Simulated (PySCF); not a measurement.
C$_{3}$H$_{3}$N, charge -1, doublet, geometry from GFN2-xTB of the parent state (a state made from the parent by changing its charge; the spin is typed, not shown lowest) (in this run its highest filled SCF level lies above zero, so its values depend strongly on the basis, on diffuse functions most of all); B3LYP/6-31G** (PySCF).

Here is a job for PySCF.
```python
from pyscf import gto, scf, dft

mol = gto.M(
    atom='''
C    -0.18079014   -1.61580414    0.00036893
C     0.56661727   -0.51823197   -0.00249564
C     0.00984574    0.77832356    0.00014554
H    -1.25731398   -1.56538366    0.00488629
H     0.26122400   -2.59764951   -0.00171648
H     1.64864793   -0.55402136   -0.00703253
N    -0.43237074    1.83590426    0.00224997
''',
    basis='6-31g**',
    charge=-1,
    spin=1,
    verbose=4,
)

mf = dft.UKS(mol)
mf.xc = 'b3lyp'
mf.kernel()
mf.analyze()
```

It wrote (shortened):

```
PySCF version 2.14.0

[INPUT] verbose = 4
[INPUT] num. atoms = 7
[INPUT] num. electrons = 29
[INPUT] charge = -1
[INPUT] spin (= nelec alpha-beta = 2S) = 1
[INPUT] symmetry False subgroup None
[INPUT] Mole.unit = angstrom
[INPUT] Symbol           X                Y                Z      unit          X                Y                Z       unit  Magmom
[...]
nuclear repulsion = 90.989644860514
number of shells = 33
number of NR pGTOs = 129
number of NR cGTOs = 71
basis = 6-31g**
ecp = {}

******** <class 'pyscf.dft.uks.UKS'> ********
method = UKS
initial guess = minao
damping factor = 0
level_shift factor = 0
DIIS = <class 'pyscf.scf.diis.CDIIS'>
diis_start_cycle = 1
diis_space = 8
diis_damp = 0
SCF conv_tol = 1e-09
SCF conv_tol_grad = None
SCF max_cycles = 50
direct_scf = True
direct_scf_tol = 1e-13
number electrons alpha = 15  beta = 14
XC library pyscf.dft.libxc version 7.1.2
    S. Lehtola, C. Steigemann, M. J. T. Oliveira, and M. A. L. Marques,  SoftwareX 7, 1–5 (2018)
XC functionals = b3lyp
    P. J. Stephens, F. J. Devlin, C. F. Chabalowski, and M. J. Frisch,  J. Phys. Chem. 98, 11623 (1994)
radial grids:
    Treutler-Ahlrichs [JCP 102, 346 (1995); DOI:10.1063/1.469408] (M4) radial grids

becke partition: Becke, JCP 88, 2547 (1988); DOI:10.1063/1.454033
pruning grids: <function nwchem_prune>
grids dens level: 3
symmetrized grids: False
atomic radii adjust function: <function treutler_atomic_radii_adjust>
small_rho_cutoff = 0
Set gradient conv threshold to 3.16228e-05
tot grids = 85680
init E= -171.266994823394

cycle= 1 E= -170.690842102524  delta_E= 0.576  |g|= 0.425  |ddm|= 2.12
cycle= 2 E= -170.631006422376  delta_E= 0.0598  |g|= 0.575  |ddm|= 1.48
cycle= 3 E= -170.77820737448  delta_E= -0.147  |g|= 0.166  |ddm|= 0.829
cycle= 4 E= -170.791239389037  delta_E= -0.013  |g|= 0.027  |ddm|= 0.171
cycle= 5 E= -170.791527471959  delta_E= -0.000288  |g|= 0.0146  |ddm|= 0.05
cycle= 6 E= -170.791656894355  delta_E= -0.000129  |g|= 0.00196  |ddm|= 0.0221
cycle= 7 E= -170.791661578918  delta_E= -4.68e-06  |g|= 0.00111  |ddm|= 0.00396
cycle= 8 E= -170.791662622518  delta_E= -1.04e-06  |g|= 0.000534  |ddm|= 0.00213
cycle= 9 E= -170.791662829066  delta_E= -2.07e-07  |g|= 0.000127  |ddm|= 0.000679
cycle= 10 E= -170.791662862512  delta_E= -3.34e-08  |g|= 5.63e-05  |ddm|= 0.000339
cycle= 11 E= -170.791662869936  delta_E= -7.42e-09  |g|= 1.77e-05  |ddm|= 0.000176
cycle= 12 E= -170.791662870724  delta_E= -7.88e-10  |g|= 5.14e-06  |ddm|= 6.69e-05
[...]
converged SCF energy = -170.791662870721  <S^2> = 0.75451506  2S+1 = 2.00451
Total Energy =                        -170.791662870720870
[...]
spin_pop of  2 C 2px      -0.00766
spin_pop of  2 C 2py      -0.00398
spin_pop of  2 C 2pz       0.05631
spin_pop of  2 C 3px      -0.00007
spin_pop of  2 C 3py      -0.00029
spin_pop of  2 C 3pz       0.00128
spin_pop of  2 C 3dxy     -0.00001
spin_pop of  2 C 3dyz      0.00104
spin_pop of  2 C 3dz^2    -0.00006
spin_pop of  2 C 3dxz      0.00045
spin_pop of  2 C 3dx2-y2   -0.00001
spin_pop of  3 H 1s       -0.01673
spin_pop of  3 H 2s        0.00015
spin_pop of  3 H 2px      -0.00003
spin_pop of  3 H 2py      -0.00000
spin_pop of  3 H 2pz       0.00056
spin_pop of  4 H 1s       -0.01716
spin_pop of  4 H 2s        0.00015
spin_pop of  4 H 2px      -0.00001
spin_pop of  4 H 2py      -0.00002
spin_pop of  4 H 2pz       0.00061
spin_pop of  5 H 1s       -0.00736
spin_pop of  5 H 2s        0.00006
spin_pop of  5 H 2px      -0.00001
spin_pop of  5 H 2py       0.00000
spin_pop of  5 H 2pz       0.00039
spin_pop of  6 N 1s       -0.00000
spin_pop of  6 N 2s        0.00420
spin_pop of  6 N 3s       -0.00014
spin_pop of  6 N 2px       0.00724
spin_pop of  6 N 2py       0.00120
spin_pop of  6 N 2pz       0.19550
spin_pop of  6 N 3px      -0.00004
spin_pop of  6 N 3py      -0.00020
spin_pop of  6 N 3pz       0.00455
spin_pop of  6 N 3dxy     -0.00001
spin_pop of  6 N 3dyz     -0.00007
spin_pop of  6 N 3dz^2     0.00001
spin_pop of  6 N 3dxz     -0.00002
spin_pop of  6 N 3dx2-y2   -0.00001
 ** Mulliken Spin Density (per atom)  **
spin density of  0 C =      0.57205
spin density of  1 C =      0.21090
spin density of  2 C =      0.04426
spin density of  3 H =     -0.01606
spin density of  4 H =     -0.01643
spin density of  5 H =     -0.00692
spin density of  6 N =      0.21221
 ** Mulliken pop alpha/beta on meta-lowdin orthogonal AOs **
 ** Mulliken pop       alpha | beta **
In total            15.00000 | 14.00000
 ** Mulliken atomic charges   ( Nelec_alpha | Nelec_beta ) **
charge of  0C =     -0.45537  (     3.51371      2.94166 )
charge of  1C =     -0.30173  (     3.25632      3.04542 )
charge of  2C =      0.02921  (     3.00752      2.96326 )
charge of  3H =      0.06229  (     0.46083      0.47689 )
charge of  4H =      0.05096  (     0.46630      0.48274 )
charge of  5H =      0.06909  (     0.46199      0.46891 )
charge of  6N =     -0.45446  (     3.83333      3.62113 )

WARN: System has nonzero charge -1; the dipole moment is origin-dependent.
Location of origin: [0. 0. 0.]

Dipole moment(X, Y, Z, Debye):  1.14576, -1.78756, -0.00522
```
